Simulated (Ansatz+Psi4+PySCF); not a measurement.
Values are calculated unless marked as measured or tabulated.
## PySCF 2.14.0 run

```python
from pyscf import gto, scf, mp

# the (T+d) and (D+d) sets load through basis_set_exchange
mol = gto.M(atom="""
Na 0.000000 0.000000 -1.451660
Cl 0.000000 0.000000 3.330280
""", basis={'Cl': 'cc-pv(t+d)z', 'Na': 'cc-pcvtz'}, charge=0, spin=0)
mf = scf.RHF(mol)
mf.kernel()
pt = mp.MP2(mf, frozen=6).run()
print(mf.e_tot, pt.e_corr, pt.e_tot)
```

The script is written out from the run's settings.

Results

```
Converged                       : yes
Reference energy                : -621.35829 hartree
Correlation energy              : -0.46114 hartree
Total energy                    : -621.81944 hartree
Spin squared of the determinant : 0.000
```
